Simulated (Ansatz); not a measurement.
Reaction (substitution at a C–O bond): `C=C(O)OCF` + H–F → `C=C(O)F` + `OCF`

Computed with Ansatz on PBE0-D4/def2-TZVP structures; ΔE is electronic, products minus reactants. CCSD(T)/CBS is the MP2 limit (def2-TZVPP, def2-QZVPP) plus CCSD(T) − MP2 in def2-TZVPP, frozen cores. This one scheme is used for every species. Functionals use def2-TZVPP. One conformer a species, not always the lowest.

(1) Is it downhill or uphill in electronic energy at CCSD(T)/CBS, and by how much? (Best estimate.)

(2) What do these levels give: PBE, HF/def2-TZVPP, CCSD/def2-TZVPP, HF/def2-QZVPP, HF/CBS(def2), MP2/CBS(def2)? (Best estimate.)

Largest T1 diagnostic among the species: 0.012.

Answers

(1) Computed: Uphill: ΔE = +0.10 eV.

(2) Computed: PBE -0.07, HF/def2-TZVPP -0.06, CCSD/def2-TZVPP 0.06, HF/def2-QZVPP -0.06, HF/CBS(def2) -0.06, MP2/CBS(def2) 0.17 eV.

From PBE to PBE0 (25 % exact exchange), in def2-TZVPP and without D4, ΔE moves by +0.05 eV. In def2-TZVPP, CCSD(T) changes the Hartree–Fock value by +0.14 eV (the triples alone add +0.02 eV) and MP2 by +0.21 eV.
